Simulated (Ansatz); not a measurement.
SiPH3 (H-bridged), singlet in cc-pVDZ: errors against RCCSDT(Q)

Geometry: displaced at random from a stationary point.

```xyz
5

Si    0.0574   -0.0009    1.0128
P    -0.1009    0.0075   -1.0349
H     1.2599   -0.0249   -0.1883
H     0.1723    1.1074    1.9358
H     0.0692   -1.2870    1.8329
```

Basis cc-pVDZ; Ansatz 0.2.0. Only valence electrons are correlated (noble-gas cores frozen), which leaves 12 electrons in 41 orbitals. R marks a restricted (for open shells ROHF) determinant.

Full CI isn't at hand for all of this; RCCSDT(Q) serves as the reference, and is uncertain by the last step of the cluster series or more.

* UHF ⟨S²⟩: 0.000
* T1 diagnostic (RCCSD): 0.0147
* largest doubles amplitude (RCCSD): 0.042

```tsv
level	E − E(RCCSDT(Q)) (meV)	share of correlation (%)	wall time
RHF	7116	0.00	–
RMP2	1293	81.83	–
CISD	918	87.09	1.2 s
RCCSD	286	95.98	–
RCCSD(T)	47	99.34	1.6 s
BCCD(T)	46	99.36	0.81 s
RCCSDT	16	99.77	–
```

The correlation energy at RCCSDT(Q), counted from RHF, is -7.116 eV. That run took 18 s on 1 thread of Arm Neoverse V1, shared host.

Times hold each run's SCF and search for its determinant on a shared host, so for small cases they say little of a method's own cost; they ran on 1 thread of Arm Neoverse V1. Some runs computed forces too.
